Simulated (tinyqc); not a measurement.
Worked calculation: MP2 on RHF in the sto-3g basis, frozen core, for LiH, spin multiplicity 1. One step of it, computed by the program tinyqc.

Task: Orthogonalisation. S = U s U^T; symmetric (Loewdin) form X = U s^(-1/2) U^T, so that X^T S X = 1.

overlap S:
```
           1Li 1s    1Li 2s   1Li 2px   1Li 2py   1Li 2pz     2H 1s
1Li 1s   1.000000  0.241137  0.000000  0.000000  0.000000  0.025715
1Li 2s   0.241137  1.000000  0.000000  0.000000  0.000000  0.291454
1Li 2px  0.000000  0.000000  1.000000  0.000000  0.000000  0.000000
1Li 2py  0.000000  0.000000  0.000000  1.000000  0.000000  0.000000
1Li 2pz  0.000000  0.000000  0.000000  0.000000  1.000000  0.413656
2H 1s    0.025715  0.291454  0.000000  0.000000  0.413656  1.000000
```

Give: eigenvalues of S; X.

Result:

eigenvalues of S: 0.479  0.804  1.000  1.000  1.182  1.536

X:
```
         1Li 1s  1Li 2s  1Li 2px  1Li 2py  1Li 2pz   2H 1s
1Li 1s    1.023  -0.130    0.000    0.000   -0.007   0.018
1Li 2s   -0.130   1.064    0.000    0.000    0.058  -0.179
1Li 2px   0.000   0.000    1.000    0.000    0.000   0.000
1Li 2py   0.000   0.000    0.000    1.000    0.000   0.000
1Li 2pz  -0.007   0.058    0.000    0.000    1.080  -0.249
2H 1s     0.018  -0.179    0.000    0.000   -0.249   1.120
```
